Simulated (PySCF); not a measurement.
Question: Write a Z-matrix for `CN(C)P1C=C1` as optimised with PBE0-D3(BJ)/def2-SVP.

Answer: 
Z-matrix in Å and degrees, rows numbered from 1:
```
C 
N   1  1.4343
C   2  1.4377  1  115.60
P   2  1.7209  1  127.12  3  -175.31
C   4  1.8113  2  107.67  1    22.33
C   5  1.3206  4   68.43  2   -96.43
H   1  1.0994  2  110.66  3   178.93
H   1  1.1079  2  111.87  3    59.00
H   1  1.1072  2  111.61  3   -61.28
H   3  1.1072  2  111.83  1    60.10
H   3  1.1013  2  109.87  1   179.54
H   3  1.1082  2  112.24  1   -60.69
H   5  1.0925  4  150.11  6   174.99
H   6  1.0926  4  149.67  5  -175.47
```

P4 (three-coordinate phosphorus) is pyramidal (angles 107.7°, 107.2° and 42.8°, sum 257.7°, 0.99 Å off the plane of its three neighbours). Of the pairs four or more bonds apart, C6···H7 is among the closest relative to their van der Waals radii: 2.65 Å, 91 % of the sum of Bondi's values. The 3-membered ring P4–C5–C6 has internal angles of 42.8° to 68.8°. N2 (nitrogen bonded to 2 C and P) is planar (angles 127.1°, 117.1° and 115.6°, sum 359.8°, 0.03 Å off the plane of its three neighbours).

The calculation used PBE0-D3(BJ)/def2-SVP geometry optimisation, gas phase (PySCF 2.14.0).

Point group: near Cs, missed by 0.15 Å at most; the miss may be what the optimiser left on a soft mode. No PBE0-D3(BJ)/def2-SVP frequencies stand behind this structure, so it isn't proved a minimum. One conformer, not necessarily the lowest (C1–N2–P4–C5 22°).

Hardware: one thread of an Arm Neoverse V1, no GPU, on a shared host. Cost: 1.9 min, 0.58 GiB resident at most. That covers the optimisation of the geometry.
